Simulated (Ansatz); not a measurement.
```yaml
crystal:
  periodic: [false, false, false]
  atoms:
    - {symbol: C, position_ang: [-0.584006, -0.153249, 1.059861]}
    - {symbol: O, position_ang: [-0.034417, 0.426491, 0.431773]}
    - {symbol: C, position_ang: [0.403637, -0.036109, -0.162564]}
    - {symbol: C, position_ang: [0.403225, 0.170642, -0.902444]}
    - {symbol: N, position_ang: [0.263450, 0.268542, -1.620408]}
    - {symbol: H, position_ang: [-0.925854, 0.254210, 1.360012]}
    - {symbol: H, position_ang: [-1.114161, -0.460745, 0.637929]}
    - {symbol: H, position_ang: [-0.126478, -0.704684, 1.410270]}
    - {symbol: H, position_ang: [0.966353, -0.491418, 0.064864]}
    - {symbol: H, position_ang: [0.613989, 0.836045, -2.155416]}
basis:
  gaussian: {orbitals: ANO-RCC-VTZP}
magnetization: {spin_polarized: true, initial_magnetization: 0}
hamiltonian: {xc: {name: B2PLYP}}
output: {forces: true}
```

```sh
$ ansatz run in.yaml --threads 2 --pin off --events-out ev --progress --plain --max-ram 4352MiB
```

It prints (some lines left out):

```
Functional definition: B2PLYP
1244 factors; integrals over basis functions are off by at most 9.7e-4 eV
mean field evaluation 1: about -6569.3108 eV, gradient 1.1e2 eV
mean field evaluation 2: about -6572.1339 eV, gradient 1.0e2 eV
mean field evaluation 4: about -6598.8462 eV, gradient 3.6e1 eV
mean field evaluation 8: about -6603.5439 eV, gradient 8.8e-1 eV
mean field evaluation 16: about -6603.7286 eV, gradient 2.4e-3 eV
mean field -6603.72857774 eV, -242.6825490638 hartree, gradient 6.0e-6 eV, S^2 0.000000; 0 other end points of the search recorded, 0 dependent functions left out
5 core orbitals not correlated: weight in the atoms' cores, before any rotation towards them, 0.999 or more for the frozen orbitals, at most 0.000 for the correlated occupied ones
reference -6603.72877052 eV, -242.6825561486 hartree; 14, 14 occupied and 201, 201 virtual orbitals, 1244 factors
second order -28.77247958 eV of doubles, -0.00000000 eV of singles
Total energy: -6611.49734001 eV, -242.9680458115 hartree
Relativity: scalar
Atom 0 at    -0.584006    -0.153249     1.059861 Å, force    22.645257   -43.480312     0.130693 eV/Å
Atom 1 at    -0.034417     0.426491     0.431773 Å, force   -31.661544    86.277760    55.249129 eV/Å
Atom 2 at     0.403637    -0.036109    -0.162564 Å, force    44.243420   -82.882483    95.470432 eV/Å
Atom 3 at     0.403225     0.170642    -0.902444 Å, force    38.434981     9.129863    25.154038 eV/Å
Atom 4 at     0.263450     0.268542    -1.620408 Å, force   -43.303155    28.791379  -215.525847 eV/Å
Atom 5 at    -0.925854     0.254210     1.360012 Å, force   -44.903139    49.982204    44.099991 eV/Å
Atom 6 at    -1.114161    -0.460745     0.637929 Å, force   -25.068027   -17.205454   -18.202233 eV/Å
Atom 7 at    -0.126478    -0.704684     1.410270 Å, force    12.508168   -17.238252    12.549417 eV/Å
Atom 8 at     0.966353    -0.491418     0.064864 Å, force    23.061384   -20.917728    10.047543 eV/Å
Atom 9 at     0.613989     0.836045    -2.155416 Å, force     4.042654     7.543025    -8.973163 eV/Å
Dipole moment:     0.090928     0.133998     0.069247 e Å
```

Q: Something in this input is off. What?

A: The geometry is squeezed to about two thirds of its size. The run converged. The result belongs to that input, not to the molecule as meant.
